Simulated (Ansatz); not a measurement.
# CH2B+ (triplet): from Hartree-Fock to the top rungs, def2-QZVPP

One table from this session's results is given with a row withheld; the runs are named, their logs left out.

The runs use Ansatz 0.2.0, Gaussian basis; def2-QZVPP, core rule «outside noble gas», up to 2 orbitals frozen.

To be run: UHF; ROHF; CCSD(T) on UHF.

### The system

The geometry is a PBE0/def2-TZVP stationary point (not a proven minimum) of the parent state, kept for this charge and spin.

4 atoms, charge 1, spin multiplicity 3.

Atoms are counted from 1 here; the program's logs count them from 0.

Bond lengths: B1–C2 1.527 Å, B1–H3 1.203 Å, C2–H4 1.092 Å. Angles: C2–B1–H3 121.6°, B1–C2–H4 134.8°.

The first run:

in.yaml reads:

```yaml
crystal:
  periodic: [false, false, false]
  atoms:
    - {symbol: B, position_ang: [0.000000, -0.104832, 0.802428]}
    - {symbol: C, position_ang: [0.000000, -0.044574, -0.723222]}
    - {symbol: H, position_ang: [0.000000, 0.894880, 1.472485]}
    - {symbol: H, position_ang: [0.000000, 0.760676, -1.461216]}
basis:
  gaussian: {orbitals: "def2-QZVPP.json"}
total_charge: 1
magnetization: {spin_polarized: true, initial_magnetization: 2}
hamiltonian: {xc: hf}
output: {orbitals: {seedname: orbitals}}
```

The run is started by

```console
> ansatz run in.yaml --threads 1 --pin off --events-out ev --progress --plain --max-ram 2393MiB
```

Steps of the session up to this table: UHF; ROHF; CCSD(T) on UHF.

One table of the session follows, with a row left open; its other results are not shown here.

It belongs to the step «Misses and costs». 

```
  method  from UCCSD(T) (kcal/mol)
    ROHF                   +141.16
     UHF                         ?
    UMP2                    +22.54
   UCCSD                     +5.03
UCCSD(T)                         0
```

**Question.** Estimate the row for UHF.

The run gave: from UCCSD(T) (kcal/mol): +136.25. In the column «from UCCSD(T) (kcal/mol)» it lies between UMP2 (+22.54) and ROHF (+141.16).
